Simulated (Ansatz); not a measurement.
BrO2, fluorite type; equations of state without spin from Ansatz PAW hard set, 700 eV.

PBE (k-mesh 18³, smearing 0.061 eV) gives V₀ = 12.334 Å³/atom and B₀ = 110 GPa.

What does r²SCAN give (700 eV, k-mesh 11³, smearing 0.1 eV)?

V₀ = 11.958 Å³/atom (-3.0 %) and B₀ = 126 GPa (+15 %).

This cubic structure is a model: it isn't the usual form of the substance at ambient conditions, and such phases are metastable or hypothetical. Potentials made with PBE were used with another functional (at least in: Ansatz PAW hard set, 700 eV (r²SCAN)).
